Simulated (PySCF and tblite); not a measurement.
Values are calculated unless marked as measured or tabulated.
System: 2-chloroacrylic acid, C₃H₃ClO₂, numbered as in [CH2:1]=[C:2]([Cl:3])[C:4](=[O:5])[OH:6].

Motion: shift of H on O6 from O6 to O5. GFN2-xTB gives an electronic barrier of 34.4 kcal/mol and a reaction energy of 0.6 kcal/mol.

Tunnelling of the moving H, left out here, will speed the real process. In real samples such hydrogens mostly exchange between molecules or through solvent, far faster than by this path.

PBE0/pcSseg-1 + D3(BJ) on PBE0-D3(BJ)/def2-SVP geometries gives 33.6 kcal/mol and k(298 K) = 2.6×10⁻¹⁰ s⁻¹.

Question: What does BP86/pcSseg-1 + D3(BJ) give on PBE0-D3(BJ)/def2-SVP geometries?

Answer: A barrier of 29.5 kcal/mol, 4.1 below the first DFT barrier (from unrounded values), a reaction energy of 0.6 kcal/mol and, with GFN2-xTB thermal terms, ΔG‡(298 K) = 26.4 kcal/mol and k = 2.8×10⁻⁷ s⁻¹ (1 equivalent path).

Programs: tblite and PySCF.
